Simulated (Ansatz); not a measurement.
**BH2+ (singlet): from Hartree-Fock to the top rungs at angle H2–B1–H3 = 156.1°, aug-cc-pVTZ**

One table from this session's results is given with a row withheld; the runs are named, their logs left out.

Method: aug-cc-pVTZ, core rule «outside noble gas», up to 1 orbitals frozen; program: Ansatz 0.2.0, Gaussian basis.

The runs, in order: UHF; CCSD(T) on RHF; BCCD(T) on RHF; CCSDT(Q) on RHF; CASSCF and NEVPT2, 4 electrons in 6 orbitals; Full CI.

7 further runs of the same task are left out: 1 for a known fault of the program, 4 that didn't finish, 2 set aside as unsound or not needed.

## What is computed

The geometry derives from a PBE0/def2-TZVP stationary point (not a proven minimum). One angle is set to the value named; bond lengths are kept.

3 atoms, charge 1, spin multiplicity 1.

Atoms are counted from 1 here; the program's logs count them from 0.

Bond lengths: B1–H2 1.179 Å, B1–H3 1.179 Å. Angles: H2–B1–H3 156.1°.

The first run:

File in.yaml:

```yaml
crystal:
  periodic: [false, false, false]
  atoms:
    - {symbol: B, position_ang: [-0.038372, 0.000000, 0.000000]}
    - {symbol: H, position_ang: [0.205787, 0.000000, -1.153627]}
    - {symbol: H, position_ang: [0.205787, 0.000000, 1.153627]}
basis:
  gaussian: {orbitals: aug-cc-pVTZ}
total_charge: 1
magnetization: {spin_polarized: true, initial_magnetization: 0}
hamiltonian: {xc: hf}
output: {orbitals: {seedname: orbitals}}
```

Command:

```
ansatz run in.yaml --threads 1 --pin off --events-out ev --progress --plain --max-ram 2393MiB
```

Among the steps run: UHF; CCSD(T) on RHF; BCCD(T) on RHF; CCSDT(Q) on RHF; CASSCF and NEVPT2, 4 electrons in 6 orbitals; Full CI.

One of the session's tables, all rows but one given; the rest of the session is left out.

It belongs to the step «Misses and costs». 

| method | from FCI (kJ/mol) |
| --- | --- |
| RHF | +230.1 |
| RMP2 | +47.5 |
| RCCSD | +3.3 |
| RCCSD(T) | +0.7 |
| BCCD(T) | +0.7 |
| RCCSDT | +0.1 |
| RCCSDT(Q) | 0.0 |
| CASSCF valence | +117.8 |
| NEVPT2 valence | ? |
| FCI | 0 |

Estimate the missing values for NEVPT2 valence.

The run gave: from FCI (kJ/mol): +24.5. In the column «from FCI (kJ/mol)» it lies between RCCSD (+3.3) and RMP2 (+47.5).
